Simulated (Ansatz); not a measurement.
Run this with the Ansatz DFT code, driven from Python and show what comes out.

`methods_albh4s.py`
```python
"""One geometry of AlBH4S, method by method."""

from dataclasses import dataclass

import ansatz


@dataclass
class Settings:
    basis_set: str = "cc-pVDZ"


settings = Settings()


def main() -> None:
    geometry_ang = [
        ("B", [-1.3825, 0.2425, -0.4571]),
        ("S", [0.1818, 0.6664, -1.3536]),
        ("Al", [1.3778, -0.2304, 0.3147]),
        ("H", [-1.9018, -0.7333, -0.6577]),
        ("H", [-1.8998, 1.0727, 0.2519]),
        ("H", [1.7792, -1.7696, 0.3009]),
        ("H", [1.9065, 0.6837, 1.5554]),
    ]
    geometry = ansatz.Crystal.molecule()
    for symbol, xyz in geometry_ang:
        geometry = geometry.atom(symbol, xyz)

    setup = geometry.calculation().basis(gaussian=settings.basis_set)

    methods = ["mp2", "ccsd", "ccsd_t"]
    batch = ansatz.Session.batch([setup.correlation(m).input() for m in methods])
    reports = sorted(batch.plan().execute().molecular_reports, key=lambda each: each["member"])
    print(f"Hartree-Fock reference {reports[0]['reference_energy_ev'] / 27.211386246:.6f} Ha")
    best = reports[-1]["free_energy_ev"] - reports[-1]["reference_energy_ev"]
    for method, each in zip(methods, reports):
        gained = each["free_energy_ev"] - each["reference_energy_ev"]
        print(f"{method:8s} total {each['free_energy_ev'] / 27.211386246:.6f} Ha  correlation {gained:9.4f} eV  ({100 * gained / best:.1f} % of the last)")


if __name__ == "__main__":
    main()
```

```console
$ python methods_albh4s.py
Hartree-Fock reference -666.474827 Ha
mp2      total -666.757407 Ha  correlation   -7.6894 eV  (84.0 % of the last)
ccsd     total -666.801872 Ha  correlation   -8.8994 eV  (97.2 % of the last)
ccsd_t   total -666.811146 Ha  correlation   -9.1517 eV  (100.0 % of the last)
```

Notes:
- Total energies depend on the basis set; only differences at equal settings carry meaning.
- The geometry is a force-field or estimated start, not a minimum of this method, and the basis set is short of its limit. A lower total doesn't mark the better method: functionals have no common bound, and MP2 and coupled cluster aren't variational.
- Inner cores stay frozen, so this is valence correlation.
- For Al to Cl the sets with a tight d function, cc-pV(X+d)Z, are usual.

(Lines on the test bed's own set-up are left out of the output.)
